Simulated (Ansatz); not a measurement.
C3H6FNO can be A, `NC/C(O)=C\F`, or B, `CC(O)(F)C=N`.

Calculated with Ansatz (gas phase, PBE0-D4/def2-TZVP geometries, no zero-point term in ΔE). CCSD(T)/CBS adds triple-zeta CCSD(T) − MP2 to the extrapolated MP2 energy (def2 sets, frozen cores). Functionals use def2-TZVPP. Each species was taken in one conformer, which may not be the lowest.

Q: Which isomer does CCSD(T)/CBS put lower? Give the gap. (An estimate is asked.)

A: Computed: B, by 14.6 kcal/mol.

Q: Give E(B) − E(A) in kcal/mol with PBE0-D4, ωB97M-V, B2PLYP, MP2/def2-TZVPP, CCSD(T)/def2-TZVPP, CCSD/def2-TZVPP, PBE-D4. (Best estimate.)

A: Computed: PBE0-D4 -11.5, ωB97M-V -13.9, B2PLYP -13.8, MP2/def2-TZVPP -14.9, CCSD(T)/def2-TZVPP -15.3, CCSD/def2-TZVPP -15.4, PBE-D4 -10.9. None reverses the order clearly.

Largest T1 diagnostic: 0.012.

In def2-TZVPP, CCSD(T) changes the Hartree–Fock value by +1.8 kcal/mol (the triples alone add +0.1 kcal/mol) and MP2 by +2.2 kcal/mol.
